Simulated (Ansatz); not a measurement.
1,2-elimination

Start structure (BNH4S, singlet), relaxed at PBE0-D4/def2-TZVP:

B1  (-0.426, 0.165, -0.467)
N2  (0.494, 0.720, 0.417)
S3  (-0.790, -1.602, -0.604)
H4  (0.055, -2.056, 0.338)
H5  (-1.043, 0.873, -1.205)
H6  (0.661, 1.710, 0.454)
H7  (1.048, 0.190, 1.067)
(Å)

The step: BNH₄S ([NH2][BH][SH]) → BHS ([BH][S]) + NH₃ (still joined by a long B–N bond); bonds formed: N2–H4; bonds broken: S3–H4; bonds weakened to dative contacts: B1–N2. Program: Ansatz 0.2.0. Basis: def2-TZVPP and def2-QZVPP. Cores are frozen in the correlated methods. Extrapolation: Hartree–Fock as exp(−7.88 √X), correlation as X^−2.97. Energies below are by CCSD(T) at an estimated basis limit (MP2 extrapolated from triple and quadruple zeta, plus CCSD(T) − MP2 in triple zeta).

Question: What are the electronic barrier and the energy of the step, from the start structure to the end structure? (To be estimated.)

Answer: The calculation gives: Barrier 1.953 eV; step energy 1.082 eV (uphill); reverse barrier, their difference, 0.870 eV. Barrier and step energy count from the start structure, the reverse barrier from the end structure.

The saddle point: One imaginary mode of 1421i cm⁻¹.
```
 pair  start (Å)  saddle (Å)  end (Å)
N2–H4       2.81        1.36     1.02
B1–N2       1.39        1.54     1.62
S3–H4       1.34        1.63     2.67
```

Zero-point energy (harmonic, PBE0-D4): ZPE is 1.358 eV at the start and 1.255 eV at the saddle, so the barrier goes from 1.953 to 1.850 eV.

First-order rate constant out of the start structure at 298 K by transition-state theory, with harmonic vibrational free energies alone and no tunnelling: ΔA‡ = 1.850 eV, so k = (kB T/h) exp(−ΔA‡/kB T) ≈ 10^-18 s⁻¹ (an order of magnitude at best: rotation, the number of equivalent paths and anharmonicity are left out).

No T1 diagnostic of these runs exceeds 0.019.

Labels in which every atom is bracketed show which atoms are joined, not bond orders.

For scale, one of the runs: CCSD(T)/def2-TZVPP, 160 basis functions, launched by `ansatz run in.yaml --threads 2 --pin off --events-out ev --progress --plain --max-ram 4352MiB`. The run took 17 s on 2 CPU threads of an Arm Neoverse V2 (shared host), with 1.1 GiB of host memory at its peak.
